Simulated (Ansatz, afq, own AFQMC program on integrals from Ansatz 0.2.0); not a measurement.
# Si, triplet: AFQMC among the cluster methods

A free Si atom.

Basis cc-pVQZ. Noble-gas cores (and the filled d shells of Ga–Kr and In–Xe) are frozen. Ansatz 0.2.0 and our own AFQMC program on the same integrals; the CISD trial comes from CCSD amplitudes, and released means the phaseless constraint is let go. Free AFQMC starts from the CCSD state and is never constrained. Its projection time is finite, and what remains of the start isn't in its error. Error bars are statistical, one sigma.

Determinant: UHF, the one that the program's search chose, which needn't be the lowest solution.

Full CI on the same integrals is exact in this basis and with this determinant's frozen core.

* T1 diagnostic: 0.0125
* weight of the determinant in the CISD state: 0.932
* ⟨S²⟩ of the determinant: 2.015
* size of the correlated space: 4 electrons in 54 orbitals

```csv
level,correlation energy (eV)
MP2,-1.6253
CCSD,-2.0779
CCSD(T),-2.1547
```

Problem. Estimate where AFQMC with the constraint released lies against CCSD(T) on the same integrals.

Solution. 0.66 ± 0.05 mEh below CCSD(T).

Reference: full CI, correlation energy -2.177 eV. The released energy is read at 1.50 1/Eh (meV from the phaseless value at times in 1/Eh: -3.8 ± 1.3 at 0.24, -3.9 ± 0.6 at 0.50, -7 ± 3 at 1.00, -7.2 ± 1.4 at 1.50).

```
         level  E − E(reference) (mEh)  share of correlation (%)
       CCSD(T)                    0.80                     98.99
         CCSDT                    0.09                     99.89
      CCSDT(Q)                    0.02                     99.98
   ph-AFQMC/HF             3.35 ± 0.35                     95.82
 ph-AFQMC/CISD             0.41 ± 0.02                     99.48
released AFQMC             0.15 ± 0.05                     99.81
    free AFQMC            -0.04 ± 0.03                    100.05
```

CCSDT and higher add their correlation energy to the determinant of the CCSD(T) run, since their own runs factorise the integrals more tightly (a shift of under 2 meV). Free projections are given only where their last times agree within the noise and don't stop above the reference; a slow remainder of the start can still hide under it. A walk keeps the symmetry of its determinant, which the program's search chose and which needn't be the lowest solution, so a lower state of the same spin and another symmetry isn't excluded. Released energies are given only where the last usable release times agree within the noise; a slower fall can still hide under it.
